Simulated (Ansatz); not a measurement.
Two isomers of C2H3ClFN: A = `C/N=C(/F)Cl`, B = `FC/N=C/Cl`.

Isolated molecules relaxed with PBE0-D4/def2-TZVP in Ansatz; ΔE leaves out vibrations. CBS: MP2 limit from def2 TZ/QZ plus the TZ coupled-cluster correction, frozen cores. This one scheme is used for every species. Double bonds are as drawn, so ΔE can hold a change between cis and trans. Functionals use def2-TZVPP. B3LYP here is the variant with VWN-RPA as its local correlation; programs differ in this. Each species was taken in one conformer, which may not be the lowest.

A:

```xyz
8

C     0.499    0.778    0.581
N    -0.438    0.439   -0.450
C    -0.690   -0.720   -0.784
F    -1.560   -0.989   -1.738
Cl   -0.038   -2.201   -0.157
H    -0.018    1.363    1.344
H     1.272    1.420    0.153
H     0.972   -0.090    1.051
```

B:

```xyz
8

F    -1.1691    0.1121   -1.1982
C     0.1466    0.4807   -0.9754
N     0.6574    0.1067    0.2875
C    -0.0579   -0.5057    1.1038
Cl    0.5546   -0.9672    2.6480
H     0.7564    0.0123   -1.7536
H     0.2045    1.5691   -1.0694
H    -1.0925   -0.8081    0.9572
```

**Question.** Which is lower in electronic energy at CCSD(T)/CBS, and by how much? (Estimate.)

**Answer.** The calculation gave: A, by 9.3 kJ/mol.

**Question.** Give E(B) − E(A) in kJ/mol with CCSD(T)/def2-TZVPP, PBE-D4, HF/def2-TZVPP, B3LYP-D4, B2PLYP, r2SCAN-D4, CCSD/def2-TZVPP. (Estimate.)

**Answer.** The calculation gave: CCSD(T)/def2-TZVPP 9.5, PBE-D4 18.6, HF/def2-TZVPP -1.4, B3LYP-D4 11.6, B2PLYP 10.9, r2SCAN-D4 18.2, CCSD/def2-TZVPP 7.0. The order is the other way round with HF/def2-TZVPP.

Largest T1 diagnostic: 0.013.

In def2-TZVPP, CCSD(T) changes the Hartree–Fock value by +10.9 kJ/mol (the triples alone add +2.5 kJ/mol) and MP2 by +15.4 kJ/mol.
